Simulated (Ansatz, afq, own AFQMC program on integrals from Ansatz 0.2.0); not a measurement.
**AlGeH2, doublet in cc-pVDZ along one coordinate**

```xyz
4

Ge    0.0000    0.0033    0.6730
Al    0.0000   -0.0735   -1.6769
H     0.0000    1.3546   -0.4035
H     0.0000    0.3737   -3.2099
```

The Al2–H4 distance is changed with both sides rigid. Energies in kJ/mol count from this geometry (1.597 Å) at the same level; the start stands on UHF, each point on the determinant named.

Basis cc-pVDZ. Noble-gas cores (and the filled d shells of Ga–Kr and In–Xe) are frozen. Integrals, coupled cluster, full CI and functionals: Ansatz 0.2.0; the random walks run on the same integrals in our own AFQMC program. The CISD trial takes its coefficients from CCSD amplitudes. Released means that phaseless walkers are propagated on without the constraint, phases kept. ± is one standard error of the sampling. No spin–orbit coupling.

Cautions, each for one point or more: CCSDT(Q) on the ROHF determinant differs, by its state or its frozen core; higher spins were not checked; inner d shell frozen; no relativity below Rb; no spin-orbit coupling; the ph-AFQMC/CISD walk drifts between its halves; unrestricted determinant spin contaminated; walk and cluster series may follow different spin states.

```json
{"r(Al2–H4) / Å": "1.247", "det.": "UHF", "T1": "0.024", "weight": "0.87", "⟨S²⟩": "0.76", "CCSD(T)": "125.4", "ph-AFQMC/CISD": "125.7 ± 1.6", "released AFQMC": "126.8 ± 1.7*", "CCSDT(Q)": "125.7", "CCSD": "124.5", "PBE": "130.1"}
{"r(Al2–H4) / Å": "1.962", "det.": "UHF", "T1": "0.030", "weight": "0.85", "⟨S²⟩": "0.78", "CCSD(T)": "49.2", "ph-AFQMC/CISD": "50.4 ± 1.6", "released AFQMC": "47.7 ± 1.9*", "CCSDT(Q)": "48.4", "CCSD": "50.9", "PBE": "40.6"}
{"r(Al2–H4) / Å": "3.429", "det.": "UHF¶", "T1": "0.035", "weight": "0.85", "⟨S²⟩": "1.80", "CCSD(T)": "250.8", "ph-AFQMC/CISD": "245.6 ± 1.5", "released AFQMC": "244.7 ± 2.2*", "CCSDT(Q)": "247.3", "CCSD": "249.9", "PBE": "252.6§"}
{"r(Al2–H4) / Å": "5.370", "det.": "UHF¶", "T1": "0.034", "weight": "0.86", "⟨S²⟩": "1.82", "CCSD(T)": "255.9", "ph-AFQMC/CISD": "257.3 ± 1.3", "released AFQMC": "256.2 ± 2.0*", "CCSDT(Q)": "256.0", "CCSD": "254.5", "PBE": "263.7§"}
```

Weight is that of the determinant in the CISD state; at the start T1 is 0.025 and the weight 0.86, and ⟨S²⟩ is 0.76. ¶ marks points with a poor determinant and no full CI, where no value is sure; they don't count among the departures. An asterisk marks released energies that aren't shown to be converged. § marks a functional whose ⟨S²⟩ is too high by over 0.1. Largest departures from CCSDT(Q), at the points where its series has closed: CCSD(T) 0.8 kJ/mol at 1.962 (on UHF), ph-AFQMC/CISD 2.0 kJ/mol at 1.962 (on UHF) (within the noise), CCSD 2.6 kJ/mol at 1.962 (on UHF), PBE -7.8 kJ/mol at 1.962. Functionals count only at points shown to share the start's state and spin. In this small basis the wave-function levels are far from their limit, so their gap to the functionals isn't the functionals' error.

Some points may be missing: those where a free walk finds a much lower state, and past Zn most of those on another determinant than at the start.

A walk keeps the symmetry of its determinant, which the program's search chose and which needn't be the lowest solution, so a lower state of the same spin and another symmetry isn't excluded.
